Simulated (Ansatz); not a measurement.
```yaml
crystal:
  periodic: [false, false, false]
  atoms:
    - {symbol: Cu, position_ang: [-0.019699, -0.000190, -0.001491]}
    - {symbol: H, position_ang: [1.308395, 0.012630, 0.099006]}
    - {symbol: H, position_ang: [-0.047336, 1.480941, -0.005046]}
    - {symbol: H, position_ang: [-0.019121, -1.481582, 0.000017]}
basis:
  gaussian: {orbitals: def2-TZVP}
hamiltonian: {xc: pbe0}
relax: {f_tol: 0.004, max_steps: 80}
```

```sh
$ ansatz run in.yaml --threads 1 --pin off --events-out ev --progress --plain --max-ram 2176MiB
```

Steps of the relaxation (energy above the last step; positions in Å, forces in eV/Å):

```
4
step 1, 209.5 meV
Cu   -0.020    0.000   -0.001   -2.712   -0.026   -0.205
H     1.308    0.013    0.099    1.560    0.015    0.118
H    -0.047    1.481   -0.005    0.572    0.462    0.043
H    -0.019   -1.482    0.000    0.580   -0.451    0.044
```

```
4
step 2, 32.1 meV
Cu   -0.114   -0.001   -0.009   -1.116   -0.011   -0.084
H     1.249    0.012    0.095    0.764    0.007    0.058
H     0.029    1.501    0.001    0.176    0.022    0.013
H     0.058   -1.501    0.006    0.176   -0.018    0.013
```

```
4
step 3, 0.4 meV
Cu   -0.169   -0.002   -0.013   -0.113   -0.001   -0.009
H     1.229    0.012    0.093    0.078    0.001    0.006
H     0.067    1.493    0.004    0.017    0.035    0.001
H     0.096   -1.491    0.009    0.018   -0.035    0.001
```

```
4
step 5, 0.0 meV
Cu   -0.175   -0.002   -0.013    0.001    0.000    0.000
H     1.228    0.012    0.093   -0.001    0.000    0.000
H     0.071    1.495    0.004    0.000    0.000    0.000
H     0.099   -1.493    0.009    0.000    0.000    0.000
```

Close pairs at the end: Cu1–H2 1.407 Å, Cu1–H4 1.516 Å, Cu1–H3 1.516 Å.

A stationary point of restricted PBE0 after 5 steps (its stability towards spin polarisation wasn't tested); no frequencies were run, so it isn't proven a minimum. 7.5 s on 1 thread of Intel Xeon Platinum 8375C, shared host.
